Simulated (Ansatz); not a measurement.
# Relative stability

Two relaxed structures of AlSiH3S, singlet (PBE0-D4/def2-TZVP; forces vanish, vibrations not checked).

A:

```xyz
6
angstrom
Al 0.9935 0.3708 0.4815
Si -0.9161 -0.8490 -0.5440
S -1.0656 1.1778 -0.2059
H -2.2055 -1.3087 -1.1647
H 2.1916 0.6064 -0.5212
H 1.1421 0.1032 2.0316
```

B:

```
6
angstrom
Al -1.0573 -0.7048 -0.5736
Si 0.8605 0.1736 0.3880
S -0.8991 1.4058 -0.0925
H -2.1483 -1.6431 -1.2071
H 2.0740 0.6010 -0.3566
H 1.1702 0.1675 1.8418
```

Program: Ansatz 0.2.0. Basis: def2-TZVPP. Cores are frozen in the correlated methods. B3LYP uses VWN-RPA correlation.

Problem. Which structure is lower at CCSD(T), and by how much? (Judge from chemistry; the value comes from the calculation.)

Solution. By the calculation: B, by 12.34 kcal/mol (electronic energy, against the other). By their contacts, A is AlSiH₃S ([AlH2]1[SiH][S]1) and B is AlSiH₃S ([AlH]1[SiH2][S]1).

All methods give the same order:

```tsv
method	E(B) − E(A) (kcal/mol)
PBE-D4	-12.88
r2SCAN-D4	-14.48
PBE0-D4	-14.50
B3LYP-D4	-11.71
wB97M-V	-11.82
HF	-13.99
MP2	-13.84
CCSD	-12.78
CCSD(T)	-12.34
```

T1 diagnostic: at most 0.018.

Labels in which every atom is bracketed show which atoms are joined, not bond orders.

For scale, one of the runs: CCSD(T)/def2-TZVPP, 168 basis functions, launched by `ansatz run in.yaml --threads 2 --pin off --events-out ev --progress --plain --max-ram 4352MiB`. Hardware: 2 CPU threads of an Arm Neoverse V1, shared host. Wall time 18 s; peak host memory 1.1 GiB.
